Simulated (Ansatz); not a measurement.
Zinc-blende HgS (metastable phase), treated with HSE06 in Ansatz (PAW).

Numerical settings: plane-wave cutoff 460 eV, 8×8×8 k mesh, Fermi–Dirac smearing 0.01 eV, scalar-relativistic PAW data made under PBE.

The direct gap at Γ against volume; x = 100 ln(V/25.964 Å³). One gap is withheld.

```tsv
V (Å³/atom)	x	gap (eV)
24.666	-5.13	0.445
25.489	-1.85	0.394
25.964	0.00	0.364
26.613	2.47	0.322
27.262	4.88	?
```

### Question
Fit a straight line to the rows shown, give the volume deformation potential and predict the withheld gap.

### Answer
Means of the 4 rows: x̄ = -1.127, ȳ = 0.3812 eV. Σ(x − x̄)(y − ȳ) = -0.4970 and Σ(x − x̄)² = 30.755, so the slope is -0.0162 eV per unit of x, and dE_g/d ln V = -1.6 eV. At x = 4.88: 0.3812 + (-0.0162) × (4.88 − (-1.127)) = 0.284 eV. The run gives 0.281 eV, 0.003 eV below the line.

Spin–orbit coupling is not included.

Ansatz is an electronic-structure program.
